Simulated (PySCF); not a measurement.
# SiNH5: electronic excitations and core binding energies

What electronic excitations and core binding energies should SiNH5 (`N[SiH3]`) show?

Computed with PySCF 2.14.0, with density-fitted response routines of our own, on a single molecule in the gas phase. Atoms are numbered from 0 throughout.

### Step 1. The starting structure

7 atoms, charge 0, multiplicity 1; geometry from: GFN2-xTB.

Bonds of the start (Å): N0–Si1 1.72, N0–H2 1.01, N0–H3 1.01, Si1–H4 1.46, Si1–H5 1.46, Si1–H6 1.47.

### Step 2. Ultraviolet spectrum: CAM-B3LYP/def2-SVPD

Job settings and geometry (Å):

```
{"job": {"kind": "uv", "xc": "CAM-B3LYP", "basis": "def2-SVPD", "nstates": 8, "ntriplets": 3}, "charge": 0, "multiplicity": 1}
N      0.982705    -0.184277     0.308346
Si    -0.658239     0.165281    -0.083623
H      1.709408     0.366543    -0.120173
H      1.273943    -1.147788     0.352325
H     -1.446963    -0.640950     0.844551
H     -0.799883     1.602376     0.134964
H     -1.057638    -0.156280    -1.463467
```

Level: TDDFT CAM-B3LYP/def2-SVPD, vertical, gas phase, core orbitals frozen in the response.

What it wrote:

```text
coarse grid: 5792 points
cycle   1  E = -347.0404219829  dE = -9.066e-02  |g| = 3.668e-01  |ddm| = 2.658e+00
cycle   2  E = -347.0345528751  dE =  5.869e-03  |g| = 4.133e-01  |ddm| = 1.009e+00
cycle   3  E = -347.0711999196  dE = -3.665e-02  |g| = 2.445e-02  |ddm| = 4.549e-01
cycle   4  E = -347.0713664949  dE = -1.666e-04  |g| = 4.715e-03  |ddm| = 6.450e-02
cycle   5  E = -347.0713735528  dE = -7.058e-06  |g| = 6.811e-04  |ddm| = 1.840e-02
final grid: 49784 points
cycle   6  E = -347.1126508545  dE = -5.092e-06  |g| = 1.881e-03  |ddm| = 1.103e-02
cycle   7  E = -347.1126506493  dE =  2.052e-07  |g| = 2.206e-03  |ddm| = 3.976e-03
cycle   8  E = -347.1126516685  dE = -1.019e-06  |g| = 8.713e-05  |ddm| = 2.233e-03
cycle   9  E = -347.1126516714  dE = -2.858e-09  |g| = 3.421e-05  |ddm| = 1.849e-04
cycle  10  E = -347.1126516718  dE = -4.164e-10  |g| = 4.028e-06  |ddm| = 7.215e-05
converged SCF energy = -347.1126516718

Static polarisability (au): isotropic 37.047, principal 35.551 36.008 39.583

Singlet excitations
state   eV       nm        f      main configurations
  1   6.2685    197.8   0.01688   H->L 0.95
  2   7.7152    160.7   0.02548   H->L+1 0.92
  3   7.8173    158.6   0.00175   H->L+2 0.97
  4   8.1700    151.8   0.02629   H->L+3 0.61, H->L+4 0.30
  5   8.2906    149.5   0.04055   H->L+4 0.56, H->L+3 0.37
  6   8.4880    146.1   0.00834   H->L+5 0.93
  7   8.6705    143.0   0.03785   H-1->L 0.85
  8   9.0594    136.9   0.03332   H-2->L 0.78, H->L+4 0.10

Triplet excitations (Tamm-Dancoff, eV): 5.9114 7.4521 7.5523
```

Wall time 3.9 s (1 thread, shared host).

The orbitals next to the gap, with their largest atomic shares:

| orbital | eV | atoms |
| --- | --- | --- |
| HOMO−3 | -12.70 | N0 40 %, Si1 29 %, H6 13 % |
| HOMO−2 | -11.38 | Si1 37 %, H6 19 %, N0 17 % |
| HOMO−1 | -11.07 | Si1 40 %, H5 25 %, H4 25 % |
| HOMO | -8.84 | N0 61 %, Si1 15 %, H6 10 % |
| LUMO | 0.99 | Si1 41 %, N0 15 %, H2 12 % |
| LUMO+1 | 1.75 | Si1 54 %, H6 14 %, H5 11 % |
| LUMO+2 | 2.51 | Si1 57 %, H6 16 %, H5 8 % |

With each of the 8 states as a Gaussian band of 0.4 eV half-width at 1/e, the curve within the window shown has maxima at 197 nm (ε 680), 148 nm (ε 3,700) L/(mol cm). Beyond the last state computed it falls off for lack of states. The curve at chosen wavelengths:

```csv
nm,ε (L/mol/cm)
132,852
135,1678
139,2601
142,3137
146,3674
149,3688
153,3042
156,2383
160,1648
163,1178
166,751
170,326
173,149
177,66
180,83
184,192
187,325
190,476
194,636
197,683
201,630
204,526
208,359
211,245
215,131
218,76
```

Further results of this job:

| property | computed |
| --- | --- |
| dipole moment (D) | 1.13 |
| polarisability (Å³) | 5.49 |
| HOMO–LUMO gap (eV) | 9.83 |
| −ε(HOMO) (eV) | 8.84 |

### Step 3. X-ray photoelectron lines: SCAN, X2C

Same as in step 2 but for these lines:

```diff
@@ -1,2 +1,2 @@
-{"job": {"kind": "uv", "xc": "CAM-B3LYP", "basis": "def2-SVPD", "nstates": 8, "ntriplets": 3}, "charge": 0, "multiplicity": 1}
+{"job": {"kind": "xps"}, "charge": 0, "multiplicity": 1}
 N      0.982705    -0.184277     0.308346
```

Method: delta-SCF UKS SCAN, pcX-2 on the ionised atom, pcseg-1 elsewhere, spin-free X2C.

What it wrote:

```text
ground state, core basis on atom 0 (N), 88 functions
  cycle   1  E = -347.76852388  |g| = 4.90e-01
  cycle   2  E = -347.66711044  |g| = 8.33e-01
  cycle   3  E = -347.81883232  |g| = 4.98e-02
  cycle   4  E = -347.81946924  |g| = 9.71e-03
  cycle   5  E = -347.81948459  |g| = 3.24e-03
  cycle   6  E = -347.81948853  |g| = 9.95e-04
  cycle   7  E = -347.81948759  |g| = 7.21e-05
  E(ground) = -347.85067592 Eh
hole in N 1s of atom 0
  cycle   1  E = -332.25684177  |g| = 1.85e+00
  cycle   2  E = -331.82418067  |g| = 1.94e+00
  cycle   3  E = -332.91800886  |g| = 3.13e-01
  cycle   4  E = -332.94655235  |g| = 3.16e-02
  cycle   5  E = -332.94691396  |g| = 1.01e-02
  cycle   6  E = -332.94696341  |g| = 2.13e-03
  cycle   7  E = -332.94696717  |g| = 8.81e-04
  cycle   8  E = -332.94696703  |g| = 2.33e-04
  E(ion) = -332.97674861 Eh   <S^2> = 0.7640   hole on atom = 1.000   binding energy = 404.740 eV
ground state, core basis on atom 1 (Si), 99 functions
  cycle   1  E = -347.90189023  |g| = 2.89e-01
  cycle   2  E = -347.90194605  |g| = 4.62e-02
  cycle   3  E = -347.90186989  |g| = 4.08e-02
  cycle   4  E = -347.90214926  |g| = 1.24e-02
  cycle   5  E = -347.90218095  |g| = 9.77e-04
  cycle   6  E = -347.90218053  |g| = 5.20e-05
  E(ground) = -347.89379039 Eh
hole in Si 1s of atom 1
  cycle   1  E = -278.98457536  |g| = 4.35e+00
  cycle   2  E = -279.34482714  |g| = 2.00e+00
  cycle   3  E = -279.83773827  |g| = 6.17e-01
  cycle   4  E = -279.97603608  |g| = 3.25e-01
  cycle   5  E = -280.02312374  |g| = 9.07e-02
  cycle   6  E = -280.02714790  |g| = 1.64e-02
  cycle   7  E = -280.02727086  |g| = 3.54e-03
  cycle   8  E = -280.02727697  |g| = 8.13e-04
  cycle   9  E = -280.02727667  |g| = 1.15e-04
  E(ion) = -280.02672919 Eh   <S^2> = 0.7520   hole on atom = 1.000   binding energy = 1846.757 eV
hole in Si 2p of atom 1
  cycle   1  E = -343.64272797  |g| = 1.23e+00
  cycle   2  E = -343.65641598  |g| = 9.64e-01
  cycle   3  E = -343.92355028  |g| = 2.37e-01
  cycle   4  E = -343.94567229  |g| = 1.16e-01
  cycle   5  E = -343.95157964  |g| = 2.64e-02
  cycle   6  E = -343.95194005  |g| = 3.56e-03
  cycle   7  E = -343.95194613  |g| = 1.00e-03
  cycle   8  E = -343.95194629  |g| = 1.14e-04
  E(ion) = -343.95523354 Eh   <S^2> = 0.7517   hole on atom = 1.002   binding energy = 107.174 eV
  2p3/2 = 106.949 eV   2p1/2 = 107.572 eV
```

It took 6.3 s on 1 thread, shared host.

Binding energies by hole, beside the orbital energy of the ground state; the difference holds orbital relaxation and, for a density functional, its self-interaction error:

| hole | stands for | environment | ΔSCF (eV; 2p as the shell's mean) | −ε (eV) | ⟨S²⟩ |
| --- | --- | --- | --- | --- | --- |
| N1s on N0 | N0 | nitrogen bonded to Si, 2 H | 404.74 | 385.3 | 0.764 |
| Si1s on Si1 | Si1 | silicon bonded to N, 3 H | 1846.76 | 1793.1 | 0.752 |
| Si2p on Si1 | Si1 | silicon bonded to N, 3 H | 107.16 | 96.0 | 0.752 |

With the spin-orbit splitting: Si1 2p3/2 106.95, 2p1/2 107.57 eV. The table gives each 2p level as the mean over the whole 2p shell (two parts 2p3/2, one part 2p1/2), which differs a little from the single hole in the log.

### Step 4. Summary of results

| quantity | value |
| --- | --- |
| lowest singlet (CAM-B3LYP/def2-SVPD) | 6.27 eV (198 nm), f = 0.017 |
| brightest single state of those computed | state 5, 8.29 eV, f = 0.041 |
| lowest triplet | 5.91 eV |
| N1s binding energies, SCAN/pcX-2 | N0 404.74 eV |
| Si1s binding energies, SCAN/pcX-2 | Si1 1846.76 eV |
| Si2p binding energies, SCAN/pcX-2 | Si1 107.16 eV |

In words: The first singlet state (HOMO→LUMO 0.95) lies at 6.27 eV and is weak; of the 8 states computed, the strongest absorption comes from state 5 at 8.29 eV (the last state computed is bright too, and its partners may lie past the list). The lowest triplet lies 0.36 eV below the lowest singlet (triplets in Tamm-Dancoff, singlets in full TDDFT).
